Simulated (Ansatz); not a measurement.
# CH₅LiSi (SMILES [Li][SiH2]C): one structure at several levels

An exercise on one series of results from a longer session: the logs are not shown, and one member is left open.

Method: single points in def2-TZVPP; program: Ansatz 0.2.0, Gaussian basis.

Correlated methods freeze the cores. The outer core shell of Li, Na, Mg and K is correlated.

## Where the work starts

8 atoms, charge 0, spin multiplicity 1.

Atoms are counted from 1 here; the program's logs count them from 0.

Bond lengths: Li1–Si2 2.518 Å, Si2–C3 1.875 Å, Si2–H4 1.576 Å, Si2–H5 1.441 Å, C3–H6 1.114 Å, C3–H7 1.177 Å, C3–H8 1.133 Å. Angles: Li1–Si2–C3 86.6°, Li1–Si2–H4 129.6°, Li1–Si2–H5 129.2°, C3–Si2–H4 105.6°, C3–Si2–H5 106.3°, H4–Si2–H5 94.6°, Si2–C3–H6 112.1°, Si2–C3–H7 112.3°, Si2–C3–H8 116.5°, H6–C3–H7 107.3°, H6–C3–H8 111.8°, H7–C3–H8 95.3°.

Geometry (Å):

```xyz
8
CH5LiSi
Li   -2.4277    0.8736    0.2213
Si   -0.2083    0.4745   -0.8989
C     0.2996   -0.4093    0.6746
H     0.1614   -0.5072   -2.0753
H     0.8449    1.4125   -1.1945
H     0.2650    0.2621    1.5629
H     1.3897   -0.8475    0.6097
H    -0.2020   -1.4047    0.8794
```

Set-up of the first run:

run/in.yaml reads:

```yaml
crystal:
  periodic: [false, false, false]
  atoms:
    - {symbol: Li, position_ang: [-2.427659, 0.873601, 0.221263]}
    - {symbol: Si, position_ang: [-0.208268, 0.474483, -0.898874]}
    - {symbol: C, position_ang: [0.299599, -0.409333, 0.674604]}
    - {symbol: H, position_ang: [0.161411, -0.507227, -2.075330]}
    - {symbol: H, position_ang: [0.844914, 1.412455, -1.194486]}
    - {symbol: H, position_ang: [0.265025, 0.262128, 1.562938]}
    - {symbol: H, position_ang: [1.389685, -0.847462, 0.609667]}
    - {symbol: H, position_ang: [-0.201960, -1.404689, 0.879445]}
basis:
  gaussian: {orbitals: def2-TZVPP}
hamiltonian: {xc: pbe, dispersion: d4}
output: {forces: true}
```

Command:

```console
> ansatz run in.yaml --threads 2 --pin off --events-out ev --progress --plain --max-ram 3481MiB
```

Steps of the session up to this table: PBE-D4/def2-TZVPP; r2SCAN-D4/def2-TZVPP; PBE0-D4/def2-TZVPP; wB97M-V/def2-TZVPP; CCSD(T)/def2-TZVPP.

One of the session's tables, all rows but one given; the rest of the session is left out.

```
   method  RMS force component (eV/Å)  angle to CCSD(T) forces (°)  dipole (D)
   PBE-D4                           ?                            ?           ?
r2SCAN-D4                       0.987                          2.8        7.05
  PBE0-D4                       1.004                          3.6        6.93
  wB97M-V                       1.020                          3.0        7.00
  CCSD(T)                       1.025                    reference        7.19
```

Q: Estimate the row for PBE-D4 from the others.

**Answer.** RMS force component (eV/Å): 0.938; angle to CCSD(T) forces (°): 6.1; dipole (D): 6.65. In the column «RMS force component (eV/Å)» it is the lowest.
